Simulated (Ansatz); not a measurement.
Worked example: correlation energy of PH3⁺, doublet

Geometry: a point of a stretch scan, not a stationary point.

```csv
atom,x (Å),y (Å),z (Å)
P,-0.0255,-0.0003,-0.0400
H,2.1896,0.0235,0.5712
H,-0.7159,1.1665,0.3271
H,-0.6916,-1.1802,0.3304
```

Basis cc-pVDZ; Ansatz 0.2.0. Only valence electrons are correlated (noble-gas cores frozen), which leaves 7 electrons in 28 orbitals. R marks a restricted (for open shells ROHF) determinant.

Full CI is exact within this basis and frozen core; it isn't the basis-set limit.

RCCSD has a T1 diagnostic of 0.022 and a largest doubles amplitude of 0.16.

Runs differ by some tens of microhartree through their thresholds and, for an open shell, their frozen cores, so steps under 0.03 kcal/mol mean nothing.

| level | total energy (hartree) |
| --- | --- |
| RHF | -342.031770 |
| RMP2 | -342.150066 |
| RCCSD | -342.184865 |
| RCCSD(T) | -342.189865 |
| RCCSDT | -342.191148 |
| RCCSDT(Q) | -342.191382 |
| RCCSDTQ | -342.191418 |
| full CI | -342.191425 |

What is the correlation energy at full CI, and what share of it do RMP2 and RCCSDT recover?

E(corr) = -342.191425 − (-342.031770) = -0.159655 hartree = -4.344 eV. RMP2: -0.118296 / -0.159655 = 74.09 %. RCCSDT: -0.159378 / -0.159655 = 99.83 %.

By how many kcal/mol does RCCSD(T) miss full CI (1 hartree = 627.509 kcal/mol), and which steps make up the rest?

-342.189865 − (-342.191425) = 0.001560 hartree = 0.98 kcal/mol. Steps: RCCSDT − RCCSD(T) = -0.81, RCCSDT(Q) − RCCSDT = -0.15, RCCSDTQ − RCCSDT(Q) = -0.02, full CI − RCCSDTQ = 0.00 kcal/mol. With more than one leading determinant such errors change with state and geometry, and needn't cancel in differences.
